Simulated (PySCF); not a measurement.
Gas-phase reaction: 3 SiCl4 + 2 F + SiF2 = 4 SiCl3F

Energies from PySCF, thermal terms from the rigid-rotor harmonic-oscillator model, ideal gas at 1 bar. † marks an energy on the PBE0/def2-TZVP geometry and frequencies; other levels use their own. MP2 freezes the core. 6-31G* has spherical d functions here. Open shells (unrestricted): F (multiplicity 2, electronic degeneracy 6); the rest are closed-shell singlets. Spin-orbit splitting is ignored; it lowers the true energy and changes the entropy of F. B3LYP is the form with VWN-RPA correlation. MP2 isn't extrapolated to the basis-set limit; its ΔH°(298 K) is -1083.5 kJ in def2-SVP and -1164.2 kJ in def2-TZVPP. The harmonic model lacks anharmonicity and excited electronic states, which grow with temperature; levels with a mode under 35 cm⁻¹ are left out.

```
level              ΔE electronic, kJ  ΔH°(298 K), kJ  ΔS°(298 K), J/K  ΔG°(2500 K), kJ
-----------------  -----------------  --------------  ---------------  ---------------
B3LYP/def2-TZVP†               -1102           -1089             -247             -470
HF/6-31G*                       -883            -869             -249             -244
HF/def2-TZVP†                   -901            -889             -247             -270
M06-2X/def2-TZVP†              -1139           -1127             -247             -508
MP2/def2-SVP†                  -1096           -1083             -247             -464
MP2/def2-TZVPP†                -1176           -1164             -247             -545
PBE/def2-TZVP†                 -1128           -1116             -247             -497
PBE0/def2-TZVP                 -1108           -1096             -247             -477
LDA/def2-TZVP†                 -1294           -1282             -247             -663
```
ΔH° is lowest at LDA/def2-TZVP† and highest at HF/6-31G*. No reference value is set beside these.
